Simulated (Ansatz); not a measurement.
Strength of the C–N bond: C3H9N → C2H6N + CH3

Species: C3H9N (trimethylamine) `CN(C)C`, singlet; C2H6N `C[N]C`, doublet; CH3 (methyl radical) `[CH3]`, doublet. 

Shapes, held fixed at every level: PBE0-D4/def2-TZVP. Programs: Ansatz 0.2.0. The zero-point and thermal change to 298 K, harmonic and unscaled (PBE0-D4/def2-TZVP), is -26.2 kJ/mol.

```json
{"level": "HF/def2-SVP", "kind": "Hartree–Fock", "ΔH(298 K) (kJ/mol)": "+197.5", "less CCSD(T)/CBS estimate": "-135.1"}
{"level": "HF/def2-TZVPP", "kind": "Hartree–Fock", "ΔH(298 K) (kJ/mol)": "+179.4", "less CCSD(T)/CBS estimate": "-153.2"}
{"level": "r2SCAN-D4/def2-TZVPP", "kind": "meta-GGA", "ΔH(298 K) (kJ/mol)": "+290.1", "less CCSD(T)/CBS estimate": "-42.5"}
{"level": "r2SCAN0-D4/def2-TZVPP", "kind": "global hybrid", "ΔH(298 K) (kJ/mol)": "+289.2", "less CCSD(T)/CBS estimate": "-43.4"}
{"level": "wB97M-V/def2-TZVPP", "kind": "range-separated hybrid", "ΔH(298 K) (kJ/mol)": "+328.6", "less CCSD(T)/CBS estimate": "-4.0"}
{"level": "MP2/def2-TZVPP", "kind": "perturbation theory", "ΔH(298 K) (kJ/mol)": "+355.6", "less CCSD(T)/CBS estimate": "+23.0"}
{"level": "CCSD/def2-SVP", "kind": "coupled cluster or CI", "ΔH(298 K) (kJ/mol)": "+318.9", "less CCSD(T)/CBS estimate": "-13.7"}
{"level": "CCSD(T)/CBS estimate", "kind": "coupled cluster or CI", "ΔH(298 K) (kJ/mol)": "+332.6", "less CCSD(T)/CBS estimate": "0.0"}
```

The highest level, CCSD(T)/CBS estimate, gives ΔH(298 K) = +332.6 kJ/mol; the levels span +179.4 to +355.6. The column of differences is taken from that level and isn't an error. Hartree–Fock misses the correlation of the pair that is broken and comes out low. No measured value is set beside it here. Open shells run unrestricted unless RO is named. The CBS estimate extrapolates MP2 from def2-TZVPP and def2-QZVPP and adds CCSD(T) − MP2 in the triple-zeta set, cores frozen.
